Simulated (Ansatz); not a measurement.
Stepwise reaction of `[F][Mg][F]` with ammonia, as a gas-phase model of exchange steps in deposition or etching. ΔE in kJ/mol; ΔG adds harmonic PBE0-D4 terms to CCSD(T)/CBS, at 1 bar.

Calculated with Ansatz (gas phase, PBE0-D4/def2-TZVP geometries, no zero-point term in ΔE). CCSD(T)/CBS is the MP2 limit (def2-TZVPP, def2-QZVPP) plus CCSD(T) − MP2 in def2-TZVPP, frozen cores. This one scheme is used for every species. DFT in def2-TZVPP. B3LYP here is the variant with VWN-RPA as its local correlation; programs differ in this. For Mg outer-core shells are correlated without core-valence functions, which leaves a few kJ/mol of doubt a bond. One conformer a species, not always the lowest.

| step | reaction | PBE-D4 | B3LYP-D4 | ωB97M-V | CCSD(T)/CBS | ΔG(500 K) |
| --- | --- | --- | --- | --- | --- | --- |
| 2 | `[NH2][Mg][F]` + NH₃ → `[NH2][Mg][NH2]` + H–F | 124.0 | 127.9 | 125.3 | 121.2 | 116.1 |

Q: Give the row of step 1, `[F][Mg][F]` + NH₃ → `[NH2][Mg][F]` + H–F. (An estimate is asked.)

A: The calculation gave: 
```tsv
step	reaction	PBE-D4	B3LYP-D4	ωB97M-V	CCSD(T)/CBS	ΔG(500 K)
1	`[F][Mg][F]` + NH₃ → `[NH2][Mg][F]` + H–F	118.8	122.2	119.7	118.3	105.3
```

Q: By hand: ΔE of the 2 steps together at CCSD(T)/CBS.

A: (118.3) + (121.2) = 239.5 kJ/mol, or 119.8 kJ/mol a step.

In ΔE the steps differ by no more than 2.9 kJ/mol. All are uphill at CCSD(T)/CBS. ΔG lies between 105.3 and 116.1 kJ/mol a step. PBE-D4 differs from CCSD(T)/CBS by 0.5 to 2.8 kJ/mol a step. Isolated molecules leave out the surface, adducts and barriers. Largest T1 diagnostic: 0.012.
